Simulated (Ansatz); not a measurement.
A calculation with Ansatz (development build ahead of 0.2.0).

```yaml
crystal:
  periodic: [false, false, false]
  atoms:
    - { symbol: Si, position_ang: [0.0, 0.0, 0.0] }
    - { symbol: S, position_ang: [0.0, 0.0, 2.02545] }
basis:
  gaussian: { orbitals: def2-SVP }
magnetization:
  spin_polarized: true
hamiltonian:
  xc: hf
correlation:
  method: ccsd_t
  frozen_orbitals: { S: 5, Si: 5 }
```

The input is written out in the form of the current development build from the run's settings.

The run gave:

```
Converged          : yes
Reference energy   : -686.25085 hartree
Correlation energy : -0.23859 hartree
Total energy       : -686.48944 hartree
Stability test     : minimum
```
